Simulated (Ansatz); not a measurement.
The reference is GaP in the zinc blende structure (space group F-43m, No. 216).

```xyz
2
Lattice="0.0000 2.7195 2.7195 2.7195 0.0000 2.7195 2.7195 2.7195 0.0000" Properties=species:S:1:pos:R:3 pbc="T T T"
P      4.0792     4.0792     4.0792
Ga     0.0000     0.0000     0.0000
```

Method: plane-wave PAW DFT at the PBEsol level (Ansatz, a quantum-chemistry and plane-wave program, 420 eV), scalar-relativistic without spin-orbit coupling, earlier PAW set.

The change: every Ga is replaced by B, then cell and atoms are relaxed.

Measured lattice parameter a: GaP 5.439 Å (static lattice; corrected from measurement; as listed in Daniel Mejia-Rodriguez, S. B. Trickey, Phys. Rev. B (2018)); BP 4.525 Å (static lattice; corrected from measurement; as listed in Daniel Mejia-Rodriguez, S. B. Trickey, Phys. Rev. B (2018)).

How well does PBEsol reproduce the measured shift?

With PBEsol the lattice parameter a moves by -0.919 Å (5.439 → 4.520) against -0.914 Å measured.

Stability against distortions was not tested.
